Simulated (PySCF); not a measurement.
# Working out the ionisation energy of P

P [Ne] 3s2 3p3 (4S) → P+ [Ne] 3s2 3p2 (3P). All numbers are calculated (PySCF 2.14, the spin-free X2C one-electron Hamiltonian (Gaussian nucleus), in aug-cc-pVTZ-DK (6s5p3d2f, 50 functions)). Frozen: [Ne]. Energies in hartree (1 hartree = 27.21139 eV):

```
             part    P (lower)   P+ (upper)
              UHF  -341.531556  -341.167705
MP2 opposite-spin    -0.061116    -0.052171
    MP2 same-spin    -0.023126    -0.010607
```

Problem. What does Hartree-Fock give?

Solution. (-341.167705) − (-341.531556) = 0.363851 hartree = 9.901 eV.

Problem. What do MP2 and SCS-MP2 (6/5 opposite-spin, 1/3 same-spin) give?

Solution. The opposite-spin parts differ by 0.243 eV and the same-spin parts by 0.341 eV. MP2: 9.901 + (0.243) + (0.341) = 10.485 eV. SCS-MP2: 9.901 + 1.2 × (0.243) + (0.341)/3 = 10.306 eV.

Measured between the centres of the two terms (NIST): 10.526 eV, so MP2 (valence) is off by -0.041 eV.

What remains against the reference includes basis incompleteness, the frozen core and correlation beyond second order.
